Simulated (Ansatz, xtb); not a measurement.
## C5H8S: which of two isomers lies lower

We compare a, `C[C@@H]1C=CSC1`, a singlet, with b, `CC1=CCCS1`, a singlet. Both are isolated molecules in the gas phase, relaxed with B3LYP-D3(BJ)/def2-SVP; the shapes shown needn't be the lowest conformers.

a (Å):

```xyz
14

C    -1.1447    0.3835    0.8231
C    -0.6304   -0.6179   -0.2237
C     0.6198   -0.0866   -0.8982
C     0.4121    0.4736   -2.0976
C    -1.6428   -0.8548   -1.3646
S    -1.2486    0.3606   -2.7023
H    -1.4102    1.3362    0.3384
H    -0.3742    0.5913    1.5819
H    -2.0371   -0.0045    1.3407
H    -0.4312   -1.5814    0.2765
H     1.5862   -0.0696   -0.3892
H     1.1543    0.9961   -2.7041
H    -2.6862   -0.7176   -1.0479
H    -1.5312   -1.8630   -1.7913
```

b (Å):

```xyz
14

C    -0.3456   -0.0303    1.8283
C    -0.7637   -0.4206    0.4468
C     0.0071   -0.5685   -0.6427
C    -0.7026   -1.0788   -1.8722
C    -2.1984   -0.7852   -1.6688
S    -2.4892   -0.7847    0.1552
H     0.7402    0.1390    1.8738
H    -0.6034   -0.8194    2.5550
H    -0.8606    0.8884    2.1549
H     1.0877   -0.4073   -0.6197
H    -0.5314   -2.1685   -1.9758
H    -0.3386   -0.6133   -2.8030
H    -2.4610    0.2138   -2.0507
H    -2.8577   -1.5266   -2.1399
```

Energies in hartree; the thermal terms are from GFN2-xTB frequencies at re-optimised GFN2-xTB minima (ideal gas, soft modes damped towards free rotors, one conformer each, 298.15 K, 1 atm) and include the zero-point energy:

```
                              a           b
E, CCSD(T)/def2-SVP  −592.151337  −592.154922
    E, MP2/def2-SVP  −592.056007  −592.059799
  E, MP2/def2-TZVPP  −592.599103  −592.602465
  zero-point energy     0.115449     0.114966
       H(298 K) − E     0.122694     0.122586
       G(298 K) − E     0.085169     0.084135
```

Q: Correct the CCSD(T) difference for the basis set by the MP2 change, then work out ΔE, ΔE₀, ΔH and ΔG for a → b in kJ/mol (1 Eh = 2625.50 kJ/mol) and the equilibrium ratio [b]/[a].

A: 1. Differences b − a: CCSD(T) −0.003585, MP2 in the small set −0.003792, MP2 in the large set −0.003362 Eh.
2. ΔE = −0.003585 + (−0.003362 − (−0.003792)) = −0.003155 Eh = −8.28 kJ/mol.
3. ΔE₀ = ΔE + ΔZPE = −0.003155 + (−0.000483) Eh = −9.55 kJ/mol.
4. ΔH = ΔE + (−0.000108) Eh = −8.57 kJ/mol.
5. ΔG = ΔE + (−0.001034) Eh = −11.00 kJ/mol, so ΔS = (ΔH − ΔG)/T = +8.2 J/(mol K).
6. kT = 0.9442 mEh, so K = [b]/[a] = exp(−ΔG/kT) = exp(+4.44) ≈ 84.

Structure b is favoured at this temperature. An error of 4 kJ/mol in ΔG would change K by a factor of 5. Mirror images and further conformers aren't counted.

As drawn, both hold the same kinds of bond in the same numbers.

Other levels gave ΔE = −8.7 (GFN2-xTB); −13.7 (HF/STO-3G, GFN2-xTB geometries); −14.9 (r2SCAN-D4/def2-SVP, GFN2-xTB geometries); −12.7 (B3LYP-D3(BJ)/def2-SVP); −15.5 (HF/def2-SVP); −10.0 (MP2/def2-SVP); −9.4 (CCSD(T)/def2-SVP) kJ/mol. The correlated steps freeze 10 core orbitals. Programs: Ansatz 0.2.0, xtb 6.7.1.
